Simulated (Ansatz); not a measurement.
# How far each method lies from RCCSDTQ for C3H9N, singlet

Geometry: MP2(full)/6-31G*, from the G2/97 set.

```yaml
atoms:
  - { symbol: N, position_ang: [0.0000, 0.0000, 0.3690] }
  - { symbol: C, position_ang: [0.0000, 1.3780, -0.0920] }
  - { symbol: C, position_ang: [1.1934, -0.6890, -0.0920] }
  - { symbol: C, position_ang: [-1.1934, -0.6890, -0.0920] }
  - { symbol: H, position_ang: [0.0000, 1.4611, -1.1947] }
  - { symbol: H, position_ang: [0.8862, 1.8911, 0.2908] }
  - { symbol: H, position_ang: [-0.8862, 1.8911, 0.2908] }
  - { symbol: H, position_ang: [1.2654, -0.7306, -1.1947] }
  - { symbol: H, position_ang: [1.1946, -1.7130, 0.2908] }
  - { symbol: H, position_ang: [2.0808, -0.1781, 0.2908] }
  - { symbol: H, position_ang: [-1.2654, -0.7306, -1.1947] }
  - { symbol: H, position_ang: [-2.0808, -0.1781, 0.2908] }
  - { symbol: H, position_ang: [-1.1946, -1.7130, 0.2908] }
```

Basis STO-3G; Ansatz 0.2.0. Only valence electrons are correlated (noble-gas cores frozen), which leaves 26 electrons in 25 orbitals. Prefix R: restricted or restricted open-shell reference. Active spaces: frontier = (8e, 8o) about the gap.

Full CI isn't at hand for all of this; RCCSDTQ serves as the reference, and is uncertain by about the last step of the cluster series.

The UHF ⟨S²⟩ is 0.000, the T1 diagnostic (RCCSD) is 0.0043 and the largest doubles amplitude (RCCSD) is 0.034.

```tsv
level	E − E(RCCSDTQ) (kcal/mol)	share of correlation (%)	wall time
RHF	171.04	0.00	–
RMP2	43.52	74.56	–
CISD	18.97	88.91	1.1 s
RCCSD	1.64	99.04	–
RCCSD(T)	0.43	99.75	0.37 s
BCCD(T)	0.44	99.74	0.43 s
RCCSDT	0.17	99.90	–
CISDTQ	1.32	99.23	4 min (H100)
RCCSDT(Q)	0.02	99.99	3.9 s
CASSCF (frontier space)	122.42	28.43	–
NEVPT2 (frontier space)	33.08	80.66	7 s
```

The correlation energy at RCCSDTQ, counted from RHF, is -7.417 eV. That run took 26 s on 2 threads of AMD EPYC 7R13 with a shared H100 80 GB, shared host.

Times hold each run's SCF and search for its determinant on a shared host, so for small cases they say little of a method's own cost; rows without a card ran on 1 thread of AMD EPYC 7R13.

Atomization energy (electronic, same basis, no zero-point term; atoms at the same level, unrestricted beside the R rows where the molecule is a closed shell, with restricted open-shell steps beyond CCSDT(Q)) at RCCSDTQ: 4955.5 kJ/mol. Errors of other levels:

| level | error (kJ/mol) |
| --- | --- |
| RHF | -556.3 |
| RMP2 | -100.3 |
| CISD | -79.4 |
| RCCSD | -6.9 |
| RCCSD(T) | -1.8 |
| BCCD(T) | -1.9 |
| RCCSDT | -0.7 |
| CISDTQ | -5.5 |
| RCCSDT(Q) | -0.1 |

This basis is far from its limit, so the value isn't to be set against a measured one. Truncated CI isn't size-consistent, which counts against it in atomization.
